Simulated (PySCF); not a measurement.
**C6H10: geometry, NMR shifts, spin-spin couplings and electronic excitations**

Wanted: the NMR shifts, spin-spin couplings and electronic excitations of C6H10 (`C=CC1CCC1`), by calculation.

The runs use PySCF 2.14.0, with density-fitted response routines of our own; the level of theory stands in each step. All values are computed, except where a source is named. Atoms are numbered from 0 throughout.

## Step 1: The starting structure

16 atoms, charge 0, multiplicity 1; geometry from: MMFF94s.

Bonds of the start (Å): C0–C1 1.34, C1–C2 1.48, C2–C3 1.55, C3–C4 1.54, C4–C5 1.54, C5–C2 1.55, C0–H6 1.09, C0–H7 1.09, C1–H8 1.09, C2–H9 1.10, C3–H10 1.09, C3–H11 1.10, C4–H12 1.10, C4–H13 1.09, C5–H14 1.09, C5–H15 1.10.

## Step 2: Relaxing the molecule at PBE0-D3(BJ)/def2-SVP

What the job is given:

```
{"job": {"xc": "PBE0", "basis": "def2-SVP", "d3": "d3bj", "grid": 1, "kind": "geom"}, "charge": 0, "multiplicity": 1}
C     -2.311612    -1.078881    -0.069071
C     -1.550114     0.020631    -0.110754
C     -0.131429    -0.076320    -0.526710
C      0.858070    -0.574710     0.560604
C      1.875850     0.435593    -0.007801
C      0.668014     1.254443    -0.508440
H     -1.921662    -2.058013    -0.330432
H     -3.353090    -1.019495     0.231824
H     -1.966564     0.988306     0.153879
H     -0.016369    -0.608634    -1.481955
H      1.151968    -1.625533     0.489286
H      0.560398    -0.359134     1.594153
H      2.499039     0.029734    -0.812932
H      2.516467     0.930833     0.725844
H      0.801874     1.740918    -1.478555
H      0.319161     2.000260     0.216291
```

The run is started by

```sh
$ OMP_NUM_THREADS=1 python probes_run.py task.json out
```

One launch serves the whole session: the jobs run in the order shown.

**Question.** This job is followed by: GIAO PBE0/pcSseg-1 NMR shielding, non-relativistic, gas phase; B3LYP/pcJ-1 indirect spin-spin coupling, non-relativistic, gas phase; TDDFT CAM-B3LYP/def2-SVPD, vertical, gas phase, core orbitals frozen in the response; GIAO PBE/pcSseg-2 NMR shielding, non-relativistic, gas phase. Predict these results of the whole session: point group; rotational constants (main isotopes); 13C shifts against TMS (PBE0/pcSseg-1, means over atoms taken as alike); 1H shifts against TMS (PBE0/pcSseg-1, means over atoms taken as alike); largest coupling of the table (B3LYP/pcJ-1); lowest singlet (CAM-B3LYP/def2-SVPD); lowest triplet; vertical ionisation energy (ΔSCF); range of the shift of C2.

The runs gave:

| quantity | value |
| --- | --- |
| point group | Cs |
| rotational constants (main isotopes) | 9.42, 2.17, 1.97 GHz |
| 13C shifts against TMS (PBE0/pcSseg-1, means over atoms taken as alike) | 152.7, 120.8, 43.7, 31.6, 20.4 ppm |
| 1H shifts against TMS (PBE0/pcSseg-1, means over atoms taken as alike) | 5.92, 5.24, 5.10, 2.61, 1.94, 1.77, 1.75, 1.58 ppm |
| largest coupling of the table (B3LYP/pcJ-1) | 1J(C,H) C0–H7, 168.1 Hz |
| lowest singlet (CAM-B3LYP/def2-SVPD) | 7.20 eV (172 nm), f = 0.532 |
| lowest triplet | 4.31 eV |
| vertical ionisation energy (ΔSCF) | 9.41 eV |
| range of the shift of C2 | 43.7 to 49.4 ppm |

In words: The optimisation took 11 steps and gained 0.284 eV; among the close pairs (by a distance rule), C1–H8 changed most, from 1.086 to 1.099 Å. No frequency check was run at this level, so the end point may be a saddle. C1 (alkene CH) lies farthest downfield among carbon, at 152.7 ppm; as expected for a trigonal carbon in a double bond. The most deshielded hydrogen is H8 (hydrogen on an alkene CH), at 5.92 ppm: attached to an sp2 carbon and in the plane of the double bond. At PBE0/pcSseg-1: The largest span, 226 ppm, is at C1, where the paramagnetic term is -222 ppm. Of the pairs tabulated at B3LYP/pcJ-1, C0–H7 couples most strongly (168.1 Hz; Fermi contact 167.0 Hz). Couplings across rotatable bonds belong to this one conformer; where others are populated, the observed values are averages. The lowest singlet, at 7.20 eV, is HOMO→LUMO 0.95 and is bright. The lowest triplet lies 2.89 eV below the lowest singlet (triplets in Tamm-Dancoff, singlets in full TDDFT). The orbital energy would give 8.59 eV for ionisation, ΔSCF gives 9.41 eV. In ppm, C2 moves most: its shift spreads over 5.7 ppm, from 43.7 (PBE0/pcSseg-1) to 49.4 (PBE/pcSseg-2).
